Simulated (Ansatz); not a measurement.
```yaml
crystal:
  periodic: [false, false, false]
  atoms:
    - {symbol: Si, position_ang: [-0.252264, -0.263646, -0.026823]}
    - {symbol: O, position_ang: [-0.857729, 1.115163, -0.398812]}
    - {symbol: O, position_ang: [1.109993, -0.851527, 0.425645]}
basis:
  gaussian: {orbitals: def2-mTZVPP}
total_charge: -1
magnetization: {spin_polarized: true, initial_magnetization: 1}
hamiltonian: {xc: {name: BHLYP}, dispersion: d3bj, pseudopotentials: {relativity: scalar}}
scf: {lower_state_search: full}
output: {forces: true}
```

```sh
$ ansatz run in.yaml --threads 4 --pin off --events-out ev --progress --plain --max-ram 3916MiB
```

It prints (some lines left out):

```
Functional definition: BHLYP
639 factors; their error is unknown
mean field evaluation 1: about -11988.5087 eV, gradient 2.1e1 eV
mean field evaluation 2: about -11986.3444 eV, gradient 3.4e1 eV
mean field evaluation 4: about -11990.3007 eV, gradient 5.4e-1 eV
mean field evaluation 8: about -11990.4549 eV, gradient 3.1e-2 eV
mean field evaluation 16: about -11990.4549 eV, gradient 9.4e-6 eV
mean field evaluation 32: about -11990.4549 eV, gradient 2.8e-2 eV
mean field evaluation 64: about -11990.2930 eV, gradient 6.2e-1 eV
mean field -11990.45488353 eV, -440.6410895474 hartree, gradient 9.4e-6 eV, S^2 0.756796; 3 other end points of the search recorded, 0 dependent functions left out
reference -11990.45500879 eV, -440.6410941507 hartree; 16, 15 occupied and 59, 60 virtual orbitals, 639 factors
Total energy: -11990.51746778 eV, -440.6433894761 hartree
Relativity: scalar
Atom 0 at    -0.252264    -0.263646    -0.026823 Å, force     0.147747     0.154411     0.015712 eV/Å
Atom 1 at    -0.857729     1.115163    -0.398812 Å, force     0.254528    -0.405435     0.129741 eV/Å
Atom 2 at     1.109993    -0.851527     0.425645 Å, force    -0.402275     0.251023    -0.145453 eV/Å
Dipole moment:    -0.158366    -0.165509    -0.016841 e Å
```

Hardware: 4 threads of Intel Xeon on a shared host. Wall time 6 s.

The highest occupied level of an anion often lies above zero with these methods, and sets without diffuse functions describe the outer electron poorly.

The dipole of an ion depends on the origin.
